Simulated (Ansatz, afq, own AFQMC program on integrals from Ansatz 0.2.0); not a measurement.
Two steps: Ansatz 0.2.0 writes the Fock matrix and Cholesky factors of the valence space, and afq projects on them the lowest state that overlaps trial and start.

```yaml
crystal:
  periodic: [false, false, false]
  atoms:
    - {symbol: B, position_ang: [0.000000, 0.000000, 2.229539]}
    - {symbol: N, position_ang: [0.000000, 0.000000, -1.433461]}
    - {symbol: H, position_ang: [0.000000, -0.840950, -1.996884]}
    - {symbol: H, position_ang: [0.000000, 0.840950, -1.996884]}
basis:
  gaussian: {orbitals: cc-pVDZ}
magnetization: {spin_polarized: true, initial_magnetization: 2}
correlation: {method: ccsd_t, electrons: outside_noble_gas, hamiltonian_folder: ham}
```

```sh
$ ansatz run in.yaml --threads 1 --pin off --events-out ev --progress --plain --max-ram 1382MiB
```

Options of the walk:

```
--method phaseless --trial cisd --walkers 60 --populations 1 --least-time 40 --time-step 0.005 --steps-per-block 50 --equilibration-blocks 40 --max-blocks 300 --target-error 0.00076 --factor-cut 1e-05 --start spin_pure --seed 7755 --release-times 0.24,0.51,0.99,1.62,2.4 --release-step 0.03 --release-every 4 --taylor-order 6
```

Times are imaginary, in 1/Eh. The walk had a cap of 1086 s.

```
orbitals 36  electrons 6 4  factors 245 of 357
reference energy -80.09768645 Eh
CCSD correlation -0.22077832 Eh in 14 cycles, weight of the determinant in the CISD state 0.8865
energy of the start -80.318021 Eh
 block  time / (1/Eh)  mean weight  energy / Eh
     1     0.250  1.0005  -80.315677
     2     0.500  0.9997  -80.317169
     3     0.750  0.9998  -80.320088
     4     1.000  1.0016  -80.319913
     5     1.250  0.9986  -80.318973
     7     1.750  1.0010  -80.324024
     9     2.250  0.9968  -80.324931
    11     2.750  0.9993  -80.333360
    21     5.250  1.0012  -80.323071
    31     7.750  0.9982  -80.320660
    41    10.250  1.0013  -80.326442
    51    12.750  0.9984  -80.318119
    61    15.250  1.0007  -80.323720
    71    17.750  0.9932  -80.318569
    81    20.250  0.9995  -80.329453
    91    22.750  1.0011  -80.318233
   101    25.250  0.9997  -80.321322
   111    27.750  1.0000  -80.321292
   121    30.250  1.0026  -80.321606
   131    32.750  1.0012  -80.319662
   141    35.250  1.0007  -80.320542
   151    37.750  1.0026  -80.318283
   161    40.250  0.9990  -80.319284
   171    42.750  0.9998  -80.316435
   181    45.250  0.9964  -80.320305
   191    47.750  0.9970  -80.322184
   196    49.000  1.0004  -80.320959
blocks merged  error / Eh  count
     1  0.000275  160
     2  0.000329  80
     4  0.000384  40
     8  0.000374  20
    16  0.000273  10
released: time / (1/Eh)  energy / Eh  error  mean overlap
  0.24  -80.321916  0.000389  1.0014
  0.51  -80.321891  0.000392  1.0194
  0.99  -80.322624  0.000385  1.0342
  1.62  -80.322827  0.000492  1.0131
  2.40  -80.323303  0.000593  0.9742
energy -80.322171 +/- 0.000384 Eh
(rows thinned)
```

**Question.** Estimate how long the walk took on 1 thread of Arm Neoverse N1 (shared host).

**Answer.** 5.9 min of wall time.

The run passed its tests (sampling time, drift between the halves within three errors, error under three times the target), which doesn't prove that it has relaxed.

Against this walk (error 10.4 meV) on the same determinant: CCSD(T) 8.0 meV higher (within the noise), CCSDT(Q) 17.2 meV lower (within the noise). The error is statistical and leaves out the bias of the constraint. The released energies are still falling (meV from the phaseless value at times in 1/Eh: 7 ± 11 at 0.24, 8 ± 11 at 0.51, -12 ± 10 at 0.99, -18 ± 13 at 1.62, -31 ± 16 at 2.40), so they give no level.

Cautions: constraint bias not in the error; lower spins were not checked.

CCSDT and higher add their correlation energy to the determinant of the CCSD(T) run, since their own runs factorise the integrals more tightly (a shift of under 2 meV). A walk keeps the symmetry of its determinant, which the program's search chose and which needn't be the lowest solution, so a lower state of the same spin and another symmetry isn't excluded.
